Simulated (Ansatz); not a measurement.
# HO3: the cost of one run

Computed with Ansatz 0.2.0 (the levels named in each step, unless a step's input says otherwise).

### 1 The structure to begin with

Bond lengths: O1–O2 1.172 Å, O2–O3 1.300 Å, O3–H4 1.009 Å. Angles: O1–O2–O3 121.4°, O2–O3–H4 119.8°.

As a file:

```xyz
4

O     0.9325   -0.5652    0.0579
O     0.2266    0.3685   -0.0038
O    -1.0659    0.2395   -0.0519
H    -1.4787   -0.6807   -0.0362
```

### 2 A rough first relaxation, PBE-D4/def2-SVP

input.yaml

```yaml
crystal:
  periodic: [false, false, false]
  atoms:
    - { symbol: O, position_ang: [0.93245, -0.56517, 0.05794] }
    - { symbol: O, position_ang: [0.22659, 0.36854, -0.00376] }
    - { symbol: O, position_ang: [-1.06588, 0.23951, -0.0519] }
    - { symbol: H, position_ang: [-1.47868, -0.68069, -0.03625] }
total_charge: 1
basis:
  gaussian: { orbitals: def2-SVP }
hamiltonian:
  xc: pbe
  dispersion: d4
relax:
  f_tol: 0.03
  max_steps: 200
```

Run with:

```console
> ansatz run input.yaml --threads 2 --pin off --max-ram 5120MiB --backend cpu --events-out ev --progress --plain --runs-dir out
```

What time and memory should one allow on 2 threads of Arm Neoverse V1, shared host?

About 3.4 s, with a peak of 0.088 GiB.
